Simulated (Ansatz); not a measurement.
Start from `C=C(C=S)CF` and change one atom or group to get `C=C(N)CF`.

Ansatz, PBE0-D4/def2-TZVP geometries, multiplicity 1. Each molecule was computed in one conformer, which needn't be the lowest.

```
                                          property  `C=C(C=S)CF`
                LUMO energy (PBE0/def2-TZVPP) / eV         -2.87
                 LUMO energy (PBE/def2-TZVPP) / eV         -3.69
              HOMO–LUMO gap (PBE0/def2-TZVPP) / eV          3.86
size of the dipole moment (ωB97M-V/def2-TZVPP) / D          1.71
             LUMO energy (ωB97M-V/def2-TZVPP) / eV         -0.81
               HOMO energy (B3LYP/def2-TZVPP) / eV         -6.48
```

Q: Give the same properties after the change, and the shifts. (Estimate.)

A: Computed: 
| property | `C=C(N)CF` | shift |
| --- | --- | --- |
| LUMO energy (PBE0/def2-TZVPP) / eV | 0.45 | 3.32 |
| LUMO energy (PBE/def2-TZVPP) / eV | -0.55 | 3.14 |
| HOMO–LUMO gap (PBE0/def2-TZVPP) / eV | 6.74 | 2.88 |
| size of the dipole moment (ωB97M-V/def2-TZVPP) / D | 0.81 | -0.90 |
| LUMO energy (ωB97M-V/def2-TZVPP) / eV | 2.48 | 3.29 |
| HOMO energy (B3LYP/def2-TZVPP) / eV | -6.09 | 0.39 |

With PBE0 the HOMO rises by 0.43 eV and the LUMO rises by 3.32 eV, so the gap widens by about 2.89 eV. PBE moves the HOMO by 0.33 eV and ωB97M-V by 0.45 eV. Dipoles are sizes alone; their direction can turn.

B3LYP here is the variant with VWN-RPA as its local correlation; programs differ in this.
